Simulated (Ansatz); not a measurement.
Born–Oppenheimer molecular dynamics of AlClFH3 (6 atoms, charge 0, multiplicity 1). It starts at the highest image of a converged band, a first-order saddle point between two minima.

Computed with RKS r2SCAN/def2-SVP in Ansatz.

| Item | Value |
| --- | --- |
| ensemble | NVE (velocity Verlet) |
| time step | 0.5 fs |
| steps asked | 200 |
| starting velocities drawn for | 100 K |
| seed | 5420 |

Frames 1 fs apart, positions in Å, forces in eV/Å.

Velocities at 55.0 fs (Å/ps):

```
Al -0.65 3.10 -0.37
F 0.15 2.17 -0.69
H 3.73 -7.67 3.23
H -0.47 7.63 -1.52
Cl 0.44 -3.19 0.31
H -4.35 -11.57 10.27
```

```xyz
6
Properties=species:S:1:pos:R:3:forces:R:3 time_fs=55.0 energy_less_start_eV=-0.008 T=115
Al 0.009 -0.076 0.038 -0.52 0.12 -0.36
F 0.006 0.163 1.740 0.06 -0.11 -0.08
H 1.396 -0.003 -0.710 0.04 0.05 0.07
H -1.439 0.130 -0.664 0.48 -0.12 0.27
Cl 0.087 -2.544 0.887 -0.07 0.15 0.07
H 0.042 -1.600 1.819 0.02 -0.08 0.04
6
Properties=species:S:1:pos:R:3:forces:R:3 time_fs=56.0 energy_less_start_eV=-0.009 T=118
Al 0.009 -0.073 0.038 -0.47 0.10 -0.33
F 0.007 0.165 1.740 0.05 -0.11 -0.09
H 1.400 -0.010 -0.707 0.01 0.05 0.07
H -1.437 0.137 -0.664 0.46 -0.12 0.26
Cl 0.087 -2.547 0.887 -0.08 0.19 0.11
H 0.038 -1.612 1.829 0.03 -0.12 -0.03
6
Properties=species:S:1:pos:R:3:forces:R:3 time_fs=57.0 energy_less_start_eV=-0.012 T=124
Al 0.008 -0.070 0.037 -0.36 0.08 -0.26
F 0.007 0.167 1.739 0.04 -0.11 -0.10
H 1.404 -0.017 -0.702 -0.01 0.06 0.07
H -1.431 0.143 -0.662 0.39 -0.11 0.22
Cl 0.088 -2.551 0.888 -0.09 0.21 0.14
H 0.034 -1.625 1.839 0.03 -0.13 -0.07
6
Properties=species:S:1:pos:R:3:forces:R:3 time_fs=58.0 energy_less_start_eV=-0.017 T=132
Al 0.007 -0.067 0.037 -0.20 0.05 -0.16
F 0.007 0.169 1.738 0.03 -0.11 -0.12
H 1.408 -0.023 -0.697 -0.03 0.06 0.07
H -1.421 0.148 -0.657 0.26 -0.09 0.15
Cl 0.088 -2.554 0.888 -0.09 0.21 0.15
H 0.030 -1.640 1.849 0.04 -0.13 -0.10
6
Properties=species:S:1:pos:R:3:forces:R:3 time_fs=59.0 energy_less_start_eV=-0.020 T=138
Al 0.006 -0.064 0.036 -0.01 0.02 -0.04
F 0.007 0.171 1.737 0.03 -0.10 -0.13
H 1.411 -0.029 -0.692 -0.05 0.07 0.06
H -1.409 0.152 -0.652 0.09 -0.07 0.06
Cl 0.088 -2.557 0.889 -0.10 0.19 0.14
H 0.027 -1.655 1.857 0.04 -0.11 -0.09
6
Properties=species:S:1:pos:R:3:forces:R:3 time_fs=60.0 energy_less_start_eV=-0.019 T=137
Al 0.005 -0.060 0.035 0.20 -0.01 0.10
F 0.007 0.173 1.736 0.02 -0.10 -0.15
H 1.414 -0.034 -0.686 -0.06 0.07 0.05
H -1.395 0.156 -0.645 -0.10 -0.04 -0.04
Cl 0.089 -2.560 0.889 -0.10 0.14 0.10
H 0.024 -1.672 1.865 0.04 -0.06 -0.06
6
Properties=species:S:1:pos:R:3:forces:R:3 time_fs=61.0 energy_less_start_eV=-0.016 T=130
Al 0.004 -0.057 0.035 0.40 -0.04 0.24
F 0.008 0.175 1.735 0.01 -0.09 -0.16
H 1.417 -0.038 -0.679 -0.06 0.07 0.03
H -1.383 0.159 -0.639 -0.29 -0.01 -0.14
Cl 0.089 -2.563 0.889 -0.10 0.08 0.04
H 0.021 -1.689 1.872 0.04 -0.01 -0.01
6
Properties=species:S:1:pos:R:3:forces:R:3 time_fs=62.0 energy_less_start_eV=-0.010 T=119
Al 0.003 -0.054 0.034 0.55 -0.07 0.36
F 0.008 0.177 1.734 0.00 -0.08 -0.17
H 1.419 -0.042 -0.672 -0.05 0.07 0.01
H -1.374 0.162 -0.635 -0.45 0.01 -0.22
Cl 0.089 -2.566 0.890 -0.10 0.02 -0.03
H 0.019 -1.707 1.879 0.04 0.05 0.05
6
Properties=species:S:1:pos:R:3:forces:R:3 time_fs=63.0 energy_less_start_eV=-0.005 T=109
Al 0.002 -0.051 0.034 0.64 -0.09 0.45
F 0.008 0.178 1.733 0.00 -0.08 -0.17
H 1.421 -0.045 -0.665 -0.03 0.08 -0.01
H -1.369 0.165 -0.632 -0.54 0.02 -0.28
Cl 0.090 -2.568 0.890 -0.10 -0.03 -0.08
H 0.018 -1.723 1.886 0.03 0.10 0.09
6
Properties=species:S:1:pos:R:3:forces:R:3 time_fs=64.0 energy_less_start_eV=-0.003 T=106
Al 0.002 -0.048 0.033 0.64 -0.10 0.49
F 0.009 0.180 1.732 -0.01 -0.07 -0.17
H 1.422 -0.048 -0.658 -0.02 0.08 -0.04
H -1.369 0.168 -0.633 -0.54 0.02 -0.28
Cl 0.090 -2.571 0.891 -0.10 -0.06 -0.11
H 0.016 -1.739 1.894 0.03 0.12 0.11
6
Properties=species:S:1:pos:R:3:forces:R:3 time_fs=65.0 energy_less_start_eV=-0.005 T=109
Al 0.001 -0.045 0.033 0.55 -0.10 0.48
F 0.009 0.182 1.730 -0.02 -0.06 -0.16
H 1.423 -0.049 -0.651 0.00 0.08 -0.06
H -1.373 0.172 -0.635 -0.46 0.01 -0.25
Cl 0.090 -2.574 0.891 -0.10 -0.05 -0.10
H 0.015 -1.754 1.903 0.03 0.12 0.09
6
Properties=species:S:1:pos:R:3:forces:R:3 time_fs=66.0 energy_less_start_eV=-0.008 T=115
Al 0.001 -0.042 0.033 0.39 -0.09 0.42
F 0.009 0.184 1.729 -0.03 -0.05 -0.14
H 1.424 -0.050 -0.645 0.01 0.08 -0.08
H -1.383 0.175 -0.641 -0.31 -0.01 -0.18
Cl 0.090 -2.577 0.892 -0.10 -0.02 -0.06
H 0.014 -1.768 1.914 0.03 0.09 0.04
```

Of the whole run (100 fs, mean temperature of the second half 97 K): The conserved energy stayed within 0.023 meV per atom of its start (net change 0.0082 meV per atom), so the integration is sound. A run of 0.1 ps of so small a system gives no equilibrium averages. The orbitals stay closed-shell, which can raise the energy where a bond breaks towards radicals; this wasn't checked here.

Time of the run: 10 min on 1 thread of Arm Neoverse V1, with other jobs on the host, peak memory 0.11 GiB.
